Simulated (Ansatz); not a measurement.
Chalcopyrite ZnGeP2 was calculated with PBE-D3(BJ) (plane waves, PAW; Ansatz, a first-principles code).

Run with plane-wave cutoff 520 eV, 10×10×10 k mesh, Fermi–Dirac smearing 0.01 eV, scalar-relativistic PAW data made under PBE.

Cell (relaxed at this level):

```yaml
crystal:
  lattice:
    - [-2.71612, 2.71612, 5.35564]
    - [2.71612, -2.71612, 5.35564]
    - [2.71612, 2.71612, -5.35564]
  atoms:
    - { symbol: Zn, position: [0.00000, 0.00000, 0.00000] }
    - { symbol: Zn, position: [0.75000, 0.25000, 0.50000] }
    - { symbol: Ge, position: [0.50000, 0.50000, 0.00000] }
    - { symbol: Ge, position: [0.25000, 0.75000, 0.50000] }
    - { symbol: P, position: [0.87500, 0.87259, 0.49759] }
    - { symbol: P, position: [0.12741, 0.62500, 0.00241] }
    - { symbol: P, position: [0.37500, 0.37741, 0.50241] }
    - { symbol: P, position: [0.62259, 0.12500, 0.99759] }
```

**Question.** Predict the bulk modulus B0, band gap, smallest direct gap on the k points sampled and pressure derivative B′ of the bulk modulus.

**Answer.** 
- bulk modulus B0: 82.2 GPa
- band gap: 1.18 eV (indirect)
- smallest direct gap on the k points sampled: 1.37 eV
- pressure derivative B′ of the bulk modulus: 4.6

Measured, for comparison: band gap 2.05 eV (temperature not stated, no zero-point or thermal correction, pseudodirect, our sources range from 1.80 to 2.20; as tabulated in Rashkeev et al. (1999), arXiv:cond-mat/9809378); bulk modulus 79 GPa (room temperature, no zero-point or thermal correction; as tabulated in Isothermal phase behavior of Ag3SbS3, ZnGeP2, and ZnS (abstract)). Computed (rounded) less measured: bulk modulus +4 %. A static lattice is as a rule a little smaller and stiffer than an uncorrected measurement, which narrows the difference in the bulk modulus and would widen misses of the other sign.

Note: the bulk modulus comes from volumes at which shape and atoms were relaxed.

Spin–orbit coupling is not included.

The computed numbers hold no vibrational or temperature effects.

Cost on a shared machine: around 40 core-minutes (rough).
